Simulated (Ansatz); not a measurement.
Geometry optimisation, Ansatz 0.2.0, RKS r2SCAN-D4/6-31G*.

Input:

```yaml
crystal:
  periodic: [false, false, false]
  atoms:
    - { symbol: Li, position_ang: [-2.32408, -1.0369, -0.41504] }
    - { symbol: C, position_ang: [-0.33415, -0.63285, 0.07448] }
    - { symbol: C, position_ang: [0.46131, 0.5283, -0.1226] }
    - { symbol: H, position_ang: [0.27281, -1.4239, 0.53511] }
    - { symbol: H, position_ang: [0.06049, 1.29819, -0.77827] }
    - { symbol: H, position_ang: [0.31893, 0.87374, 0.92968] }
    - { symbol: H, position_ang: [1.54469, 0.39342, -0.22336] }
total_charge: 1
basis:
  gaussian: { orbitals: "6-31G*" }
hamiltonian:
  xc: r2scan
  dispersion: d4
relax:
  f_tol: 0.015
  max_steps: 40
```

Command:

```bash
$ ansatz run input.yaml --threads 1 --pin off --max-ram 2048MiB --backend cpu --events-out ev --progress --plain --runs-dir out
```

Problem. Where does it end, and by what steps?

Solution. The run converged. Limits of this set-up: the dipole of an ion depends on the origin. After 28 steps the energy has fallen by 2.261 eV; H6 moved furthest, 1.25 Å. Parted: C3–H6. Joined: Li1–C3, C2–H6.

```csv
step,energy less start (eV),largest force component (eV/Å),accepted
0,0.0000,0.578,yes
1,-0.0023,0.647,yes
2,-0.0265,0.181,yes
3,-0.0276,0.125,yes
4,-0.0298,0.142,yes
5,-0.0310,0.185,yes
6,-0.0338,0.177,yes
7,-0.0365,0.120,yes
8,-0.0390,0.096,yes
9,-0.0436,0.344,yes
10,-0.0498,0.162,yes
11,-0.0541,0.331,yes
12,-0.0559,0.219,yes
13,-0.0601,0.100,yes
14,-0.0900,1.009,yes
15,-0.4319,1.743,yes
16,-0.8892,3.625,yes
17,-1.3220,2.816,yes
18,-1.6722,2.230,yes
19,-1.9779,0.930,yes
20,-1.8220,2.371,no
21,-2.0389,0.841,yes
22,-2.0969,0.319,yes
23,-2.1495,0.347,yes
24,-2.1994,0.313,yes
25,-2.2366,0.151,yes
26,-2.2588,0.044,yes
27,-2.2600,0.094,yes
28,-2.2613,0.003,yes
```

```xyz
7
Properties=species:S:1:pos:R:3
Li -1.507 -0.752 -1.088
C -0.019 -0.193 0.710
C 0.472 0.420 -0.383
H 0.323 -1.187 1.008
H 0.203 1.449 -0.628
H -0.703 0.317 1.391
H 1.230 -0.054 -1.011
```

Whether the end is a true minimum wasn't checked by a vibrational analysis.

The run took 21 s on 1 thread of AMD EPYC 9R45 96-Core Processor (Zen 5) (shared host), peak memory 0.14 GiB.
